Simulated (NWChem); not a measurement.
# [NO3]− (nitrate) at 6 levels

Aim: a comparison of 6 runs (HF/STO-3G, HF/3-21G, B3LYP/6-31G*, B3LYP/aug-cc-pVDZ, M06-2X/aug-cc-pVDZ, PBE0/aug-cc-pVDZ) of [NO3]− (nitrate). 

The results are computed with NWChem 7.3.0.

1 further run of the same task is left out (set aside as unsound or not needed).

### Step 1. The molecule

The species is [NO3]− (4 atoms), meant as a singlet with charge -1. SMILES: `O=[N+]([O-])[O-]`. The coordinates come from a PBE0-D4/def2-TZVPD relaxation.

Bond lengths: O1–N2 1.247 Å, N2–O3 1.247 Å, N2–O4 1.247 Å. Angles: O1–N2–O3 120.0°, O1–N2–O4 120.0°, O3–N2–O4 120.0°.

### Step 2. Energy and gradient at HF/STO-3G (run 1)

Contents of calc.nw:

```
start calc
memory 2200 mb
charge -1
geometry noautosym nocenter noautoz
  O     0.296520    0.524040    1.091530
  N     0.000000    0.000000    0.000000
  O     0.470440   -1.113360   -0.305120
  O    -0.766950    0.589330   -0.786420
end
basis spherical bse
  O library STO-3G
  N library STO-3G
end
scf
  thresh 1e-08
  maxiter 80
  noprint "final vectors analysis"
end
task scf gradient
```

Command:

```sh
$ nwchem calc.nw > calc.out
```

The log of the run:

```text
[...]
  functions       =    20
[...]
  wavefunction    = RHF
[...]
         Total SCF energy =   -274.947685662054
      One-electron energy =   -627.632218451529
      Two-electron energy =    234.311980729007
 Nuclear repulsion energy =    118.372552060467
        Time for solution =      0.4s
[...]
                         RHF ENERGY GRADIENTS
    atom               coordinates                        gradient
                 x          y          z           x          y          z
   1 O       0.560342   0.990292   2.062693   -0.028291  -0.049997  -0.104145
   2 N       0.000000   0.000000   0.000000   -0.000001   0.000000   0.000001
   3 O       0.889003  -2.103945  -0.576593   -0.044884   0.106226   0.029110
   4 O      -1.449325   1.113672  -1.486118    0.073177  -0.056228   0.075034
[...]
```

It took 1.1 s on 1 thread of AMD EPYC 7R43 (Zen 3), shared host; peak memory 0.094 GiB.

### Step 3. Energy and gradient at HF/3-21G (run 2)

Contents of job.nw:

```
start job
memory 2200 mb
charge -1

geometry units angstroms noautosym nocenter noautoz
  O     0.296520    0.524040    1.091530
  N     0.000000    0.000000    0.000000
  O     0.470440   -1.113360   -0.305120
  O    -0.766950    0.589330   -0.786420
end

basis spherical bse
  * library 3-21G
end

scf
  thresh 1e-08
  maxiter 80
end

task scf gradient
```

Command:

```sh
$ nwchem job.nw > job.out
```

The log of the run:

```text
[...]
  functions       =    36
[...]
  wavefunction    = RHF
[...]
         Total SCF energy =   -277.283158697267
      One-electron energy =   -625.677712133111
      Two-electron energy =    230.022001375377
 Nuclear repulsion energy =    118.372552060467
        Time for solution =      0.4s
[...]
                         RHF ENERGY GRADIENTS
    atom               coordinates                        gradient
                 x          y          z           x          y          z
   1 O       0.560342   0.990292   2.062693   -0.010730  -0.018962  -0.039500
   2 N       0.000000   0.000000   0.000000   -0.000002  -0.000001   0.000002
   3 O       0.889003  -2.103945  -0.576593   -0.017023   0.040289   0.011040
   4 O      -1.449325   1.113672  -1.486118    0.027755  -0.021326   0.028459
[...]
```

Run time: 1.1 s. Hardware: 1 thread of AMD EPYC 7R43 (Zen 3), shared host; peak memory 0.094 GiB.

Runs 3 to 5 aren't shown in full; the table further down has their settings and results.

### Step 4. Energy and forces at PBE0/aug-cc-pVDZ (run 6)

Contents of no3.nw:

```
start no3
title "NO3"
memory 2200 mb
charge -1

geometry units bohr noautosym nocenter noautoz
  O    0.56034159   0.99029208   2.06269276
  N    0.00000000   0.00000000   0.00000000
  O    0.88900276  -2.10394548  -0.57659324
  O   -1.44932545   1.11367230  -1.48611842
end

basis spherical bse
  * library aug-cc-pVDZ
end

dft
  xc pbe0
  mult 1
  grid fine
  convergence energy 1e-08
  maxiter 100
  mulliken
end

task dft gradient
```

Command:

```sh
$ nwchem no3.nw > no3.out
```

The log of the run:

```text
[...]
          Wavefunction type:  closed shell.
          No. of atoms     :     4
          No. of electrons :    32
[...]
          Charge           :    -1
          Spin multiplicity:     1
[...]
          AO basis - number of functions:    92
[...]
              XC Information
              --------------
                         PBE0 Method XC Functional
                     Hartree-Fock (Exact) Exchange  0.250
          PerdewBurkeErnzerhof Exchange Functional  0.750
            Perdew 1991 LDA Correlation Functional  1.000 local
           PerdewBurkeErnz. Correlation Functional  1.000 non-local
[...]
 d= 0,ls=0.0,diis     1   -279.6774464453 -3.98D+02  3.18D-02  4.37D+00     1.9
[...]
 d= 0,ls=0.0,diis     8   -280.1291940876 -5.51D-10  2.15D-07  1.17D-09    11.8
         Total DFT energy =     -280.129194087583
      One electron energy =     -627.119820794391
           Coulomb energy =      261.151252034294
    Exchange-Corr. energy =      -32.533168727556
 Nuclear repulsion energy =      118.372543400070
[...]
      Total Density - Mulliken Population Analysis
     ---------------------------------------------
    Atom       Charge   Shell Charges
 -----------   ------   -------------------------------------------------------
    1 O    8     8.73   2.01  0.84  1.11  0.16  2.79  1.62  0.16  0.02  0.02
    2 N    7     5.80   2.01  0.80  0.31 -0.09  2.31  0.33 -0.07  0.21 -0.01
    3 O    8     8.73   2.01  0.84  1.11  0.16  2.79  1.62  0.16  0.02  0.02
    4 O    8     8.73   2.01  0.84  1.11  0.16  2.79  1.62  0.16  0.02  0.02
[...]
  wavefunction    = closed shell
                         DFT ENERGY GRADIENTS
    atom               coordinates                        gradient
                 x          y          z           x          y          z
   1 O       0.560342   0.990292   2.062693   -0.001675  -0.002959  -0.006167
   2 N       0.000000   0.000000   0.000000   -0.000002  -0.000002   0.000001
   3 O       0.889003  -2.103945  -0.576593   -0.002657   0.006289   0.001722
   4 O      -1.449325   1.113672  -1.486118    0.004334  -0.003328   0.004444
[...]
```

Wall time 17 s (1 thread of AMD EPYC 7R43 (Zen 3), shared host); peak memory 0.11 GiB.

### Step 5. The series

| run | level | Cartesian functions | iteration cap | energy (Eh) | largest force (eV/Å) | wall time |
| --- | --- | --- | --- | --- | --- | --- |
| 1 | HF/STO-3G | no | 80 | -274.947686 | 6.116 | 1.1 s |
| 2 | HF/3-21G | no | 80 | -277.283159 | 2.320 | 1.1 s |
| 3 | B3LYP/6-31G* (Cartesian functions) | yes | 100 | -280.334636 | 1.291 | 8.4 s |
| 4 | B3LYP/aug-cc-pVDZ | no | 100 | -280.417042 | 1.140 | 17 s |
| 5 | M06-2X/aug-cc-pVDZ | no | 100 | -280.310910 | 0.224 | 19 s |
| 6 | PBE0/aug-cc-pVDZ | no | 100 | -280.129194 | 0.362 | 17 s |

### Step 6. Results

```
                                                    quantity          value
                                         run 6: total energy  -280.12919 Eh
                                          run 6: HOMO energy       -1.29 eV
                                          run 6: LUMO energy        5.01 eV
run 6: HOMO–LUMO gap (to an unbound level, set by the basis)        6.30 eV
                             run 6: largest force on an atom     0.362 eV/Å
```

**Reading.** Over runs 2, 4, 5, 6 the HOMO–LUMO gap runs from 5.72 eV (B3LYP/aug-cc-pVDZ) to 15.69 eV (HF/3-21G). The two ends differ in method and basis. The empty levels of an anion lie above zero and hang on the basis. Totals of different functionals can't be ranked against each other. In run 1 the basis is minimal, so the values are rough. All runs together took 64 s, the longest 19 s.
